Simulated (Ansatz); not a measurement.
**Relaxing KSi2**

Method: DFT PBE, scalar-relativistic, plane waves, PAW in Ansatz 0.2.0. Cutoff 420 eV, Γ-centred k mesh, Gaussian smearing, no spin polarisation in the final step.

The start puts KSi2 on the 3R molybdenite structure type (R3m, No. 160), with K in place of Mo, Si in place of S, at a guessed volume.

```xyz
3
Lattice="1.6661 0.9619 6.4507 -1.6661 0.9619 6.4507 0.0000 -1.9238 6.4507" Properties=species:S:1:pos:R:3 pbc="T T T"
K     0.0000    0.0000    0.0000
Si    0.0000    0.0000   14.4832
Si    0.0000    0.0000   11.3191
```

Cell and atoms relax at zero pressure; the relaxation can't lower the symmetry of the start. After a coarse first stage the cell is made exact in the group found at 0.06 Å.

The zero of energy is the elements' standard structures at the same level; no fitted shifts are applied.

Describe the relaxed structure.

It keeps R3m (No. 160), but not the shape of the type it started on. Conventional cell: a = 3.935 Å, c = 17.863 Å. Around K lie 7 Si at 3.39–3.57 Å, 3 Si at 3.92 Å and 6 K at 3.93 Å; Si on Wyckoff site a (1 atom of the primitive cell) has 3 Si at 2.37 Å; around Si on Wyckoff site a (1 atom of the primitive cell) lie 3 Si at 2.37 Å.

Space group R3m:H (No. 160). a = 3.935 Å, b = 3.935 Å, c = 17.863 Å, α = 90.00°, β = 90.00°, γ = 120.00°
```
atom site symmetry x y z
   K    3a        3m  0.6667  0.3333  0.3289
  Si    3a        3m  0.0000  0.0000  0.1881
  Si    3a        3m  0.3333  0.6667  0.1498
```

What are its volume, energy, density and gap?

The volume per atom is 26.61 Å³, the density is 1.98 g/cm³ and the energy over the elements is 0.06 eV/atom. The gap on the 12×12×12 mesh is 0 eV (a metal).

The final run used a 12×12×12 mesh on its 3-atom cell and 0.10 eV smearing. The k mesh leaves about 4 meV/atom of noise in metals. A later test with randomly moved atoms came back to it.

Cost: 5 runs of about 6 core-minutes in all, on Arm Neoverse V1 (shared hosts).